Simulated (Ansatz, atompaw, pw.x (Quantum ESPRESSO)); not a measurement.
# silicon: one change to the PAW (atompaw) potential, in the atom and in the diamond crystal

Si, PAW, made with atompaw 4.2.0.5 (LDA (PW92), scalar-relativistic). Core [Ne], reference 3s2 3p2. Waves: 3s (bound): rc 1.95 bohr; 3s channel at 0.25 Ry: rc 1.95 bohr; 3p (bound): rc 2.05 bohr; 3p channel at 0.05 Ry: rc 2.05 bohr; 3d channel at 0.05 Ry: rc 2.05 bohr; 3d channel at 1.75 Ry: rc 2.05 bohr. Local part: bessel scheme, radius 1.60 bohr. Core correction: smooth core density matched at 1.60 bohr. Augmentation charge: sinc compensation charge, radius 1.70 bohr; PAW radius 2.05 bohr; waves and projectors: custom rrkj vanderbiltortho.

Change: all radii scaled by about 1.20 (s 2.34, p 2.46, d 2.46 bohr); local potential bessel scheme, radius 1.92 bohr; augmentation sinc compensation charge, radius 2.04 bohr; PAW radius 2.46 bohr; waves and projectors: custom rrkj vanderbiltortho; core correction smooth core density matched at 1.92 bohr.

Cutoffs, loose and tight: the cutoffs (Ry, on a coarse ladder) from which the occupation-weighted sum of valence levels, in a spherical-Bessel basis at the reference potential, stays within 10 and 1 mRy of its value at 400 Ry. They see the waves, projectors and local potential, not the compensation charge or the core.

Crystal test: diamond Si in pw.x 7.5, no spin, 9³ k-points, Fermi–Dirac smearing 0.01 Ry, cutoffs set for each file from its atomic test. The reference is all-electron LAPW (Ansatz 0.2.0) with the same functional, mesh and smearing; V0 and B0 come from Birch–Murnaghan fits to the pressures at five volumes. Errors are pseudo minus all-electron; Δ is the rms difference of the E(V) curves that follow from these fits, minima aligned, over ±6 % about the mean V0. Mesh and smearing are coarse, so the numbers serve the comparison and aren't converged zero-temperature values; the lattice is a test structure that the element need not adopt.

All-electron: a0 = 5.400 Å (V0 = 19.69 Å³/atom), B0 = 96.2 GPa.

Problem. Does the change bring the crystal closer to the all-electron result?

Solution. The mean pressure error goes from +0.15 to +0.11 GPa, so the change moves the solid closer to the all-electron pressures.

```
                 quantity       base    changed
           outcome (atom)  generated  generated
     cutoff, loose (atom)       8 Ry       8 Ry
     cutoff, tight (atom)      15 Ry      12 Ry
      bound ghosts (atom)       none       none
     cutoffs in pw.x (Ry)     40/400     40/400
                   a0 (Å)      5.403      5.402
             a0 error (%)      +0.05      +0.04
             B0 error (%)       +0.4       +0.5
             Δ (meV/atom)        0.6        0.5
mean pressure error (GPa)      +0.15      +0.11
```

Changed file: The largest radius (2.46 bohr) exceeds half the bond length (2.21 bohr), so the spheres overlap, which is one possible source of error among others. The atomic cutoffs weigh occupied waves only.
